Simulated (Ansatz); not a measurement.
Predict the output of the script below (Ansatz 0.2.0 through its Python package).

`torsion_ch8bn.py`
```python
"""Energy of CH8BN as one group turns about a bond."""

import ansatz as az
from ase import Atoms


def main() -> None:
    atoms = Atoms(["C", "B", "N", "H", "H", "H", "H", "H", "H", "H", "H"], positions=[
        (1.201, 0.4863, -0.2614),
        (0.073, -0.6304, -0.0353),
        (-1.2771, 0.0256, 0.2939),
        (2.1671, -0.0062, -0.4977),
        (0.9148, 1.1473, -1.1059),
        (1.32, 1.0954, 0.6588),
        (0.3997, -1.3436, 0.8635),
        (-0.0338, -1.288, -1.0249),
        (-1.9951, -0.7199, 0.4368),
        (-1.1937, 0.5923, 1.1682),
        (-1.5758, 0.6412, -0.4961),
    ])

    # start the scan from a relaxed geometry
    first = (
        az.Crystal.molecule_from_ase(atoms).calculation()
        .basis(gaussian="cc-pVDZ")
        .functional("pbe0")
        .relax(force_tolerance=0.02, max_steps=80)
    )
    atoms.positions = first.run().report["positions_ang"]

    start = atoms.get_dihedral(0, 1, 2, 8)
    energies = {}
    for turn in range(0, 121, 15):
        turned = atoms.copy()
        turned.set_dihedral(0, 1, 2, 8, start + turn, indices=[2, 8, 9, 10])
        setup = (
            az.Crystal.molecule_from_ase(turned).calculation()
            .basis(gaussian="cc-pVDZ")
            .functional("pbe0")
        )
        energies[round((start + turn) % 360)] = setup.run().report["free_energy_ev"]
    floor = min(energies.values())
    print("dihedral C0-B1-N2-H8 (deg)   E - E(min) (kcal/mol)")
    for angle, e in sorted(energies.items()):
        print(f"{angle:8d} {23.060548 * (e - floor):14.3f}  " + "#" * int(30 * (e - floor) / max(max(energies.values()) - floor, 1e-9)))


if __name__ == "__main__":
    main()
```

```console
$ python torsion_ch8bn.py
dihedral C0-B1-N2-H8 (deg)   E - E(min) (kcal/mol)
     180          0.000
     195          0.351  ####
     210          1.205  ##############
     225          2.070  #########################
     240          2.432  ##############################
     255          2.070  #########################
     270          1.206  ##############
     285          0.354  ####
     300          0.006
```

Reading the output:
- The settings weren't tested for convergence.
- The scan is rigid and the energies are electronic, in a modest basis. With rigid groups the curve can differ much from the relaxed path, the start wasn't checked as a minimum of this torsion, and equivalent turns needn't return to the same energy.
- Finished in 18 s on 1 thread of Intel(R) Xeon(R) Processor @ 2.30GHz, on a shared host, peak memory 0.26 GiB.
